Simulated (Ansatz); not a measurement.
```xyz
6

Al   -0.354   -1.343   -0.114
Si    0.551    0.784    0.058
S    -1.618    0.411    0.080
H    -0.582   -2.893   -0.251
H     0.970    1.632   -1.089
H     1.033    1.410    1.316
```

Total charge 0; spin multiplicity 1.

(1) List the PBE0/def2-TZVPP orbital energies in eV (Ansatz 0.2.0). (Estimate.)

Results:

(1) Computed: Occupied: -2421.96, -1802.95, -1528.54, -217.30, -161.08, -161.03, -161.02, -145.24, -114.40, -99.94, -99.86, -99.86, -74.49, -74.36, -74.29, -19.79, -14.25, -11.60, -10.15, -9.97, -8.70, -7.59, -6.65. Lowest empty: -1.80, -0.95, -0.15, 0.50, 1.32, 1.38, 2.12, 3.11.
